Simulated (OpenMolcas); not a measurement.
**C3H5Cl (2-chloropropene): levels of theory compared**

Aim: a comparison of 6 runs (B3LYP/6-31G*, B2PLYP/def2-SVP, BHLYP/def2-SVP, M06-L/def2-SVP, PBE0/def2-SVP, r2SCAN/def2-SVP) of C3H5Cl (2-chloropropene). 

Program for the calculation: OpenMolcas 26.06.

1 further run of the same task is left out (set aside as unsound or not needed).

### Step 1. Starting point

C3H5Cl: 9 atoms, total charge 0, spin state singlet. As SMILES, `C=C(C)Cl`. The shape is that of a PBE0-D4/def2-TZVP optimisation.

Bond lengths: C1–C2 1.323 Å, C2–C3 1.486 Å, C2–Cl4 1.739 Å, C1–H5 1.081 Å, C1–H6 1.083 Å, C3–H7 1.093 Å, C3–H8 1.093 Å, C3–H9 1.091 Å. Some angles: C1–C2–C3 126.4°, C1–C2–Cl4 119.8°, C3–C2–Cl4 113.8°, C2–C1–H5 122.1°, C2–C1–H6 119.5°, C2–C3–H7 110.6°, C2–C3–H8 110.6°, C2–C3–H9 110.3°, H5–C1–H6 118.4°, H7–C3–H8 107.3°.

### Step 2. Energy and gradient at B3LYP/6-31G(d) (spherical functions) (run 1)

Input file geom.xyz:

```xyz
9

C     -0.231310     1.302260    -0.474160
C     -0.190530    -0.019610    -0.427330
C      0.323140    -0.847030     0.695450
Cl    -0.777200    -0.951810    -1.773520
H     -0.621600     1.834610    -1.330690
H      0.135450     1.878140     0.367040
H     -0.459760    -1.507750     1.076110
H      1.148070    -1.480680     0.360190
H      0.673750    -0.208140     1.506920
```

Input file mol.input:

```
&gateway
 baslib=$CurrDir
 coord=geom.xyz
 basis=6-31Gs
 group=NoSym

&seward
 gridinput
 Grid=UltraFine
 End of Grid

&scf
 ksdft=B3LYP
 thresholds=1e-10 1e-07 1e-07 1e-05
 prorbitals=1 2

&alaska
```

The basis set 6-31G* is read from a file made from the Basis Set Exchange's data (not shown).

The run is started by

```sh
$ export MOLCAS_MEM=1860
$ pymolcas mol.input > mol.log
```

The log of the run:

```text
--- Start Module: gateway ---
[...]
--- Stop Module: gateway /rc=_RC_ALL_IS_WELL_ ---
[...]
      Basis functions           70
[...]
--- Start Module: scf ---
[...]
       Convergence after  17 Iterations
[...]
::    Total KS-DFT energy                            -577.5006207855
[...]
      Total spin, S                                     0.0000000000
[...]
      Total electronic charge=   40.000000
      Total            charge=   -0.000000
[...]
      Dipole Moment (debye):
      Origin of the operator (angstrom)=   -0.3615   -0.3623   -0.8222
                   X=  6.3530E-01               Y=  5.6611E-01               Z=  1.4421E+00           Total=  1.6744E+00
      Quadrupole Moment (debye*angstrom):
[...]
--- Stop Module: scf /rc=_RC_ALL_IS_WELL_ ---
[...]
--- Start Module: alaska ---
[...]
 *              Molecular gradients               *
 **************************************************
  Irreducible representation: a
 ------------------------------------------------------------------------------------------
                              X                       Y                       Z
 ------------------------------------------------------------------------------------------
  C1                1.80856773651455E-04   -8.20969512245817E-03    1.10231183437504E-04
  C2               -1.86226625264307E-03   -8.98717879338928E-04   -4.23150031219244E-03
  C3               -1.61601085639607E-03    2.68453662348334E-03   -3.49363762553434E-03
  CL4               4.99216092845600E-03    7.77390393314903E-03    1.14612591794501E-02
  H5                4.74527224949561E-04   -1.95834592344823E-03    1.00796648056090E-03
  H6               -4.03717612017074E-04   -1.80846281035407E-03   -9.74451778672947E-04
  H7                1.24001316842248E-03    1.63708307711463E-03   -1.62173500358254E-03
  H8               -2.07583768416386E-03    1.59867023610794E-03   -1.50147535808109E-04
[...]
--- Stop Module: alaska /rc=_RC_ALL_IS_WELL_ ---
[...]
```

Run time: 27 s. Hardware: 1 thread of Arm Neoverse V2, shared host; peak memory 0.41 GiB.

### Step 3. The energy at B2PLYP/def2-SVP (run 2)

Input file run.inp:

```
* C3H5Cl Kohn-Sham DFT

&GATEWAY
  BasLib=$CurrDir
  Coord
  9
  angstrom
  C       -0.231310       1.302260      -0.474160
  C       -0.190530      -0.019610      -0.427330
  C        0.323140      -0.847030       0.695450
  Cl      -0.777200      -0.951810      -1.773520
  H       -0.621600       1.834610      -1.330690
  H        0.135450       1.878140       0.367040
  H       -0.459760      -1.507750       1.076110
  H        1.148070      -1.480680       0.360190
  H        0.673750      -0.208140       1.506920
  Basis=def2-SVP
  Group=NoSym

&SEWARD
  GridInput
  Grid=UltraFine
  End of Grid

&SCF
  KSDFT=B2PLYP_SCF
  Thresholds=1e-10 1e-07 1e-07 1e-05
  PrOrbitals=1 1

&MBPT2
  Frozen=8
```

The basis set def2-SVP is read from a file made from the Basis Set Exchange's data (not shown).

The run is started by

```sh
$ export MOLCAS_MEM=1860
$ pymolcas run.inp > run.log
```

The log of the run:

```text
--- Start Module: gateway ---
[...]
--- Stop Module: gateway /rc=_RC_ALL_IS_WELL_ ---
[...]
      Basis functions           85
[...]
--- Start Module: scf ---
[...]
       Convergence after  13 Iterations
[...]
::    Total KS-DFT energy                            -576.8073090055
[...]
      Total spin, S                                     0.0000000000
[...]
      Total electronic charge=   40.000000
      Total            charge=   -0.000000
[...]
      Dipole Moment (debye):
      Origin of the operator (angstrom)=   -0.3615   -0.3623   -0.8222
                   X=  5.9773E-01               Y=  4.6952E-01               Z=  1.3544E+00           Total=  1.5531E+00
      Quadrupole Moment (debye*angstrom):
[...]
--- Stop Module: scf /rc=_RC_ALL_IS_WELL_ ---
[...]
--- Start Module: mbpt2 ---
[...]
 ###    WARNING: MP2 implementation intended for RHF references only         ###
 ###############################################################################
MBPT2 WARNING: Reference function according to RunFile:KS-DFT
I'll assume you know what you're doing and continue
WARNING!
Default frozen orbitals as non valence orbitals is overwritten by user input.
Default values:   8
[...]
       Reference weight ( Cref**2 )         =        0.76988
::    Total MBPT2 energy                             -577.4765616030
[...]
      Total MBPT2 calculations                           0.21      0.24
--- Stop Module: mbpt2 /rc=_RC_ALL_IS_WELL_ ---
[...]
```

Wall time 20 s (1 thread of Arm Neoverse V2, shared host); peak memory 0.47 GiB.

Runs 3 to 4 aren't shown in full; the table further down has their settings and results.

### Step 4. Energy and gradient at PBE0/def2-SVP (run 5)

Input file mol.inp:

```
* C3H5Cl Kohn-Sham DFT

&GATEWAY
 BasLib=$CurrDir
 Coord
 9
 angstrom
 C       -0.231310       1.302260      -0.474160
 C       -0.190530      -0.019610      -0.427330
 C        0.323140      -0.847030       0.695450
 Cl      -0.777200      -0.951810      -1.773520
 H       -0.621600       1.834610      -1.330690
 H        0.135450       1.878140       0.367040
 H       -0.459760      -1.507750       1.076110
 H        1.148070      -1.480680       0.360190
 H        0.673750      -0.208140       1.506920
 Basis=def2-SVP
 Group=NoSym

&SEWARD
 GridInput
 Grid=UltraFine
 End of Grid

&SCF
 KSDFT=PBE0
 Thresholds=1e-10 1e-07 1e-07 1e-05
 PrOrbitals=1 2

&ALASKA
```

The basis set def2-SVP is read from a file made from the Basis Set Exchange's data (not shown).

The run is started by

```sh
$ export MOLCAS_MEM=1860
$ pymolcas mol.inp > mol.log
```

The log of the run:

```text
--- Start Module: gateway ---
[...]
--- Stop Module: gateway /rc=_RC_ALL_IS_WELL_ ---
[...]
      Basis functions           85
[...]
--- Start Module: scf ---
[...]
       Convergence after  16 Iterations
[...]
::    Total KS-DFT energy                            -576.9808023795
[...]
      Total spin, S                                     0.0000000000
[...]
      Total electronic charge=   40.000000
      Total            charge=   -0.000000
[...]
      Dipole Moment (debye):
      Origin of the operator (angstrom)=   -0.3615   -0.3623   -0.8222
                   X=  5.9267E-01               Y=  4.0979E-01               Z=  1.3410E+00           Total=  1.5223E+00
      Quadrupole Moment (debye*angstrom):
[...]
--- Stop Module: scf /rc=_RC_ALL_IS_WELL_ ---
[...]
--- Start Module: alaska ---
[...]
 *              Molecular gradients               *
 **************************************************
  Irreducible representation: a
 ------------------------------------------------------------------------------------------
                              X                       Y                       Z
 ------------------------------------------------------------------------------------------
  C1               -1.03934430903820E-04   -5.80987468963023E-03   -4.44706066407119E-04
  C2               -1.52680015106599E-04    8.15727030138191E-03   -9.20926294392110E-05
  C3                8.65295672002997E-04   -2.00485338528100E-03    1.89942630735196E-03
  CL4               1.20173520233102E-03    2.26889906013028E-03    2.78110005243448E-03
  H5                2.52851838974388E-03   -3.15317912426538E-03    5.56919298935510E-03
  H6               -2.15976481769742E-03   -3.61758403596335E-03   -4.97019395349518E-03
  H7                3.93655101694934E-03    3.52925811576554E-03   -1.99417368842569E-03
  H8               -4.20871840079284E-03    3.40774635738539E-03    1.62640415969573E-03
[...]
--- Stop Module: alaska /rc=_RC_ALL_IS_WELL_ ---
[...]
```

Run time: 32 s. Hardware: 1 thread of Arm Neoverse V2, shared host; peak memory 0.47 GiB.

### Step 5. Energy and forces at r2SCAN/def2-SVP (run 6)

Input file input.xyz:

```xyz
9

C     -0.231310     1.302260    -0.474160
C     -0.190530    -0.019610    -0.427330
C      0.323140    -0.847030     0.695450
Cl    -0.777200    -0.951810    -1.773520
H     -0.621600     1.834610    -1.330690
H      0.135450     1.878140     0.367040
H     -0.459760    -1.507750     1.076110
H      1.148070    -1.480680     0.360190
H      0.673750    -0.208140     1.506920
```

Input file test.input:

```
* C3H5Cl Kohn-Sham DFT

&GATEWAY
 BasLib
 $CurrDir
 Coord
 input.xyz
 Basis
 def2-SVP
 Group
 NoSym

&SEWARD
 GridInput
 Grid=UltraFine
 End of Grid

&SCF
 KSDFT
 2
 1.0 MGGA_X_R2SCAN
 1.0 MGGA_C_R2SCAN
 Thresholds
 1e-10 1e-07 1e-07 1e-05
 PrOrbitals
 0

&ALASKA
```

The basis set def2-SVP is read from a file made from the Basis Set Exchange's data (not shown).

The run is started by

```sh
$ export MOLCAS_MEM=1860
$ pymolcas test.input > test.log
```

The log of the run:

```text
--- Start Module: gateway ---
[...]
--- Stop Module: gateway /rc=_RC_ALL_IS_WELL_ ---
[...]
      Basis functions           85
[...]
--- Start Module: scf ---
[...]
       Convergence after  14 Iterations
[...]
::    Total KS-DFT energy                            -577.1709904149
[...]
      Total spin, S                                     0.0000000000
[...]
      Total electronic charge=   40.000000
      Total            charge=   -0.000000
[...]
      Dipole Moment (debye):
      Origin of the operator (angstrom)=   -0.3615   -0.3623   -0.8222
                   X=  6.0960E-01               Y=  3.7495E-01               Z=  1.3777E+00           Total=  1.5525E+00
      Quadrupole Moment (debye*angstrom):
[...]
--- Stop Module: scf /rc=_RC_ALL_IS_WELL_ ---
[...]
--- Start Module: alaska ---
[...]
 *              Molecular gradients               *
 **************************************************
  Irreducible representation: a
 ------------------------------------------------------------------------------------------
                              X                       Y                       Z
 ------------------------------------------------------------------------------------------
  C1                2.23788824938606E-04   -1.07228167489790E-02    1.24002984638660E-04
  C2               -1.53754248837457E-03    9.50066774303693E-03   -3.15302033030074E-03
  C3                5.80977738911859E-04   -1.42587218493873E-03    1.27652371699938E-03
  CL4               2.69081755103784E-03    5.01654024706610E-03    6.21264172831282E-03
  H5                2.67565023005933E-03   -3.42627015792241E-03    5.89001494259023E-03
  H6               -2.37948621269535E-03   -3.66882079651010E-03   -5.46449922596715E-03
  H7                4.12368338181146E-03    3.98272957650692E-03   -2.09155266057959E-03
  H8               -4.41937486935817E-03    3.85493392820724E-03    1.70674626086842E-03
[...]
--- Stop Module: alaska /rc=_RC_ALL_IS_WELL_ ---
[...]
```

Run time: 39 s. Hardware: 1 thread of Arm Neoverse V2, shared host; peak memory 0.47 GiB.

### Step 6. Overview of the runs

| run | level | task | frozen core orbitals | energy (Eh) | dipole moment (D) | HOMO energy (eV) | LUMO energy (eV) | wall time |
| --- | --- | --- | --- | --- | --- | --- | --- | --- |
| 1 | B3LYP/6-31G* (spherical functions) | gradient | – | -577.500621 | 1.67 | -6.85 | 0.26 | 27 s |
| 2 | B2PLYP/def2-SVP | energy | 8 | -576.988007 | 1.55 | -8.12 | 1.80 | 20 s |
| 3 | BHLYP/def2-SVP | gradient | – | -577.197857 | 1.55 | -8.20 | 1.45 | 28 s |
| 4 | M06-L/def2-SVP | gradient | – | -577.263137 | 1.60 | -6.25 | -0.58 | 39 s |
| 5 | PBE0/def2-SVP | gradient | – | -576.980802 | 1.52 | -7.19 | 0.26 | 32 s |
| 6 | r2SCAN/def2-SVP | gradient | – | -577.170990 | 1.55 | -6.26 | -0.59 | 39 s |

### Step 7. Summary of results

| quantity | value |
| --- | --- |
| run 6: total energy | -577.17099 Eh |
| run 6: dipole moment | 1.55 D |
| run 6: HOMO energy | -6.26 eV |
| run 6: LUMO energy | -0.59 eV |
| run 6: HOMO–LUMO gap | 5.67 eV |
| run 6: largest force on an atom | 0.552 eV/Å |

The dipole moment (its size) runs from 1.52 D (PBE0/def2-SVP) to 1.67 D (B3LYP/6-31G*). The two ends differ in method and basis. The HOMO–LUMO gap runs from 5.67 eV (M06-L/def2-SVP) to 9.92 eV (B2PLYP/def2-SVP). A double hybrid's value is that of its SCF part. For B2PLYP the log adds the whole second-order term; the table takes 0.27 of it, as the functional is defined. Totals of different functionals can't be ranked against each other. All runs together took 3.1 min, the longest 39 s.
